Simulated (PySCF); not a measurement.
## How methods differ on the ionisation energy of Ar

Ar [Ar] (1S) → Ar⁺ [Ne] 3s2 3p5 (2P), as a difference of total energies. All numbers are calculated (PySCF 2.14, no relativity, point nucleus, in def2-TZVPPD (6s6p4d1f, 51 functions)). Correlated levels: valence: [Ne] frozen; valence and next inner shell: 1s2 frozen. The calculations carry no spin-orbit coupling.

| method | ionisation energy (eV) | plus first-order spin-orbit estimate | error of that sum (eV) |
| --- | --- | --- | --- |
| UHF | 14.570 | 14.513 | -1.247 |
| LDA | 16.003 | 15.946 | +0.186 |
| PBE | 15.719 | 15.662 | -0.098 |
| PBE0 | 15.729 | 15.672 | -0.088 |
| r2SCAN | 15.783 | 15.726 | -0.034 |
| M06 | 15.775 | 15.718 | -0.042 |
| r2SCANh | 15.771 | 15.714 | -0.046 |
| r2SCAN0 | 15.751 | 15.694 | -0.066 |
| MN15 | 15.814 | 15.756 | -0.004 |
| MP2 (valence) | 15.710 | 15.653 | -0.107 |
| SCS-MP2 (valence) | 15.605 | 15.548 | -0.212 |
| MP2 (valence and next inner shell) | 15.728 | 15.670 | -0.090 |
| SCS-MP2 (valence and next inner shell) | 15.617 | 15.560 | -0.200 |

Reference: 15.760 eV (measured; NIST Atomic Spectra Database, ionization energies).

A first-order spin-orbit estimate (lowest level to lowest level, LS coupling) adds -0.057 eV.

Errors of the correlated levels include the incompleteness of this basis and the frozen core.
